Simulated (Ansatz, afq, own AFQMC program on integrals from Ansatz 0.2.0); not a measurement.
**AFQMC, coupled cluster and functionals along a coordinate of AlH, singlet**

```yaml
atoms:
  - { symbol: Al, position_ang: [0.0000, 0.0000, 0.0000] }
  - { symbol: H, position_ang: [0.0000, 0.0000, 1.6649] }
```

The Al1–H2 distance is changed with both sides rigid. Energies in eV count from this geometry (1.665 Å) at the same level; the start stands on RHF, each point on the determinant named.

Basis cc-pVTZ. Noble-gas cores (and the filled d shells of Ga–Kr and In–Xe) are frozen. Ansatz 0.2.0 and our own AFQMC program on the same integrals; the CISD trial comes from CCSD amplitudes, and released means the phaseless constraint is let go. Error bars are statistical, one sigma.

Cautions, each for one point or more: CCSDT(Q) on the RHF determinant differs, by its state or its frozen core; higher spins were not checked; raised T1 diagnostic; restricted determinant unstable towards unrestricted; strong correlation; the next higher spin lies close; unrestricted determinant spin contaminated; walk and cluster series may follow different spin states.

| r(Al1–H2) / Å | det. | T1 | weight | ⟨S²⟩ | PBE | r2SCAN | CCSD(T) |
| --- | --- | --- | --- | --- | --- | --- | --- |
| 1.483 | RHF | 0.013 | 0.91 | pure | 0.238 | 0.209 | 0.194 |
| 1.821 | RHF | 0.014 | 0.91 | pure | 0.069 | 0.094 | 0.110 |
| 2.293 | RHF | 0.023 | 0.90 | pure | 0.819 | 0.909 | 0.963 |
| 3.144 | RHF | 0.077 | 0.81 | pure | 2.227§ | 2.280§ | 2.387 |
| 4.532 | UHF‡ | 0.018 | 0.93 | 1.01 | 2.928§ | 2.873§ | 3.100 |

Q: Estimate the curve of full CI, counted from the same start.

A: 
```tsv
r(Al1–H2) / Å	det.	T1	weight	⟨S²⟩	FCI	ph-AFQMC/CISD	released AFQMC	CCSDT(Q)
1.483	RHF	0.013	0.91	pure	0.195	0.196 ± 0.002	0.195 ± 0.001	0.195
1.821	RHF	0.014	0.91	pure	0.109	0.112 ± 0.002	0.110 ± 0.001	0.109
2.293	RHF	0.023	0.90	pure	0.957	0.966 ± 0.002	0.959 ± 0.002	0.957
3.144	RHF	0.077	0.81	pure	2.374	2.419 ± 0.003	–	2.372
4.532	UHF‡	0.018	0.93	1.01	3.072	3.074 ± 0.002	3.071 ± 0.002	3.080
```

Weight is that of the determinant in the CISD state; at the start T1 is 0.013 and the weight 0.91. A double dagger marks points where the walks on two determinants ended up to 0.152 eV apart; the lower is shown. A dash marks a missing value, a released energy that hasn't settled or a functional that sits on another state. § marks a functional whose ⟨S²⟩ is too high by over 0.1. Largest departures from full CI: CCSD(T) 0.027 eV at 4.532 (on UHF), ph-AFQMC/CISD 0.046 eV at 3.144 (on RHF), released AFQMC 0.003 eV at 2.293 (on RHF) (within the noise), CCSDT(Q) 0.008 eV at 4.532 (on UHF), PBE -0.138 eV at 2.293, r2SCAN -0.047 eV at 2.293. Functionals count only at points shown to share the start's state and spin.

CCSDT and higher add their correlation energy to the determinant of the CCSD(T) run, since their own runs factorise the integrals more tightly (a shift of under 2 meV). A walk keeps the symmetry of its determinant, which the program's search chose and which needn't be the lowest solution, so a lower state of the same spin and another symmetry isn't excluded. Released energies are given only where the last usable release times agree within the noise; a slower fall can still hide under it.
